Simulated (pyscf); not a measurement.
HO–Si(F)(F)–F + hydrogen chloride (HCl) → HO–Si(F)(F)–F + hydrogen chloride (HCl) (four-centre exchange; singlet surface; H–O, Cl–H broken, H–O, Cl–H formed). Single points on ωB97X-D3(BJ)/def2-SVP structures (PySCF, gas phase). Energies in eV from the separated reactants.

```json
[
 {"level": "ωB97X-D3(BJ)/def2-TZVP", "barrier": "1.55", "reaction energy": "0.00"},
 {"level": "r²SCAN/def2-TZVP", "barrier": "1.32", "reaction energy": "0.00"},
 {"level": "PBE0-D3(BJ)/def2-TZVP", "barrier": "1.36", "reaction energy": "0.00"},
 {"level": "M06-2X/def2-TZVP", "barrier": "?", "reaction energy": "0.00"},
 {"level": "ωB97M-D3(BJ)/def2-TZVP", "barrier": "?", "reaction energy": "0.00"},
 {"level": "HF/def2-TZVP", "barrier": "2.25", "reaction energy": "0.00"}
]
```

Question: Fill in the missing entries.

Answer: 
- M06-2X/def2-TZVP, barrier: 1.50
- ωB97M-D3(BJ)/def2-TZVP, barrier: 1.51

The functionals in the table span 0.22 eV in this barrier, from r²SCAN to ωB97X-D3(BJ). This is the saddle that the search found; another between the same sides may lie lower.
